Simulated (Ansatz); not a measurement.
fcc Pb: PBE at its full settings (plane-wave cutoff 520 eV, 20×20×20 k mesh, Fermi–Dirac smearing 0.05 eV, scalar-relativistic PAW data made under PBE) and at cheaper ones, in a cell of 1 atom with Γ-centred meshes.

```csv
level and setting,equilibrium lattice constant a (Å),bulk modulus (GPa)
PBE (Ansatz),5.040,39.2
PBE (300 eV cutoff) (Ansatz),5.043,40.8
PBE (2×2×2 k mesh) (Ansatz),4.761,73.9
PBE (4×4×4 k mesh) (Ansatz),5.019,40.8
PBE (6×6×6 k mesh) (Ansatz),5.078,34.6
PBE (Fermi-Dirac smearing of 0.3 eV) (Ansatz),5.053,38.1
```

Largest shifts from the full settings: lattice constant a -5.54 % (PBE (2×2×2 k mesh)), against a difference of +2.82 % of the full result from the reference 4.902 Å (measured, low-temperature or extrapolated to 0 K; zero-point anharmonic expansion removed, our sources range from 4.902 to 4.912; as tabulated in Csonka et al. (2009), arXiv:0903.4037); bulk modulus +89 % (PBE (2×2×2 k mesh)), against a difference of -16.6 % of the full result from the reference 47 GPa (measured, corrected for temperature and zero-point phonon effects; as tabulated in Levämäki et al. (2014), arXiv:1402.3671).

The full settings aren't shown to be converged themselves.

Ansatz's density-functional and Hartree–Fock values are scalar-relativistic unless marked +SOC, with PAW data made under PBE.

Run with cheap settings on purpose, which may leave them unconverged: PBE (2×2×2 k mesh), PBE (300 eV cutoff), PBE (4×4×4 k mesh), PBE (6×6×6 k mesh), PBE (Fermi-Dirac smearing of 0.3 eV).

Ansatz is a program for electronic structure.
